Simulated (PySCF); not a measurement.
**Assigning NMR signals**

Molfile (atoms numbered from 1):
```
C4H7F
     RDKit          3D

 12 11  0  0  0  0  0  0  0  0999 V2000
    1.9412    0.1260    0.2502 C   0  0  0  0  0  0  0  0  0  0  0  0
    0.5532   -0.4138    0.1477 C   0  0  0  0  0  0  0  0  0  0  0  0
   -0.5362    0.3106   -0.0495 C   0  0  0  0  0  0  0  0  0  0  0  0
   -1.9457   -0.1604   -0.1609 C   0  0  0  0  0  0  0  0  0  0  0  0
   -0.4342    1.6623   -0.1757 F   0  0  0  0  0  0  0  0  0  0  0  0
    1.9454    1.2064    0.1371 H   0  0  0  0  0  0  0  0  0  0  0  0
    2.3721   -0.1306    1.2177 H   0  0  0  0  0  0  0  0  0  0  0  0
    2.5719   -0.3137   -0.5221 H   0  0  0  0  0  0  0  0  0  0  0  0
    0.4405   -1.4828    0.2445 H   0  0  0  0  0  0  0  0  0  0  0  0
   -2.5552    0.3072    0.6121 H   0  0  0  0  0  0  0  0  0  0  0  0
   -1.9942   -1.2390   -0.0549 H   0  0  0  0  0  0  0  0  0  0  0  0
   -2.3576    0.1271   -1.1281 H   0  0  0  0  0  0  0  0  0  0  0  0
  1  2  1  0
  2  3  2  0
  3  4  1  0
  3  5  1  0
  1  6  1  0
  1  7  1  0
  1  8  1  0
  2  9  1  0
  4 10  1  0
  4 11  1  0
  4 12  1  0
M  END
```

Theoretical values (PySCF 2.14.0 with density-fitted response routines): GIAO PBE0/pcSseg-1 shieldings, B3LYP/pcJ-1 coupling constants (spin–dipole term only in couplings to heteroatoms), GFN2-xTB structure. Equivalent nuclei averaged, gas phase, a single conformation, no relativistic terms.

δ = σ(ref) − σ, references computed at the same level: ¹³C (σref 186.93), ¹H (σref 31.72) against TMS.

**Question.** Assign these signals to the numbered atoms. ¹³C{¹H} NMR (computed): δ 167.0 (C, d, J = 317.0 Hz), 108.0 (CH, d, J = 15.4 Hz), 21.3 (CH3, d, J = 27.8 Hz), 12.4 (CH3, d, J = 6.8 Hz).

**Answer.** 
167.0 → C3, fully substituted alkene carbon
108.0 → C2, alkene CH: the olefinic region
21.3 → C4, allylic methyl carbon: a saturated carbon with 1 carbon neighbour and no heteroatom attached
12.4 → C1, allylic methyl carbon

**Question.** Assign these signals to the numbered atoms. ¹H NMR (600 MHz, computed): δ 4.71 (dqq, J = 27.7, 7.6, 1.2 Hz, 1H), 1.99 (d of quint, J = 14.9, 1.7 Hz, 3H), 1.78 (ddq, J = 7.6, 3.4, 1.9 Hz, 3H).

**Answer.** 
4.71 → H9, hydrogen on an alkene CH: a vinylic proton, deshielded by the sp2 carbon and the C=C anisotropy
1.99 → H10/H11/H12, hydrogen on an allylic methyl carbon: allylic position
1.78 → H6/H7/H8, hydrogen on an allylic methyl carbon

Common functionals overestimate the size of one-bond C–F couplings by tens of Hz; these are unscaled. Multiplet labels drop couplings under 1 Hz and merge nearly equal ones. Unscaled 3J(H,H) at this level run about 10 % above measured values. Shifts are as computed. Against solution values, carbons near 30 ppm lie about +3 ppm off and those near 130 ppm about +5 ppm. Of 1211 compounds with measured shifts, 218 miss one by over three times the rms of a fit or turn the order of signals round; such compounds aren't used in these exercises.
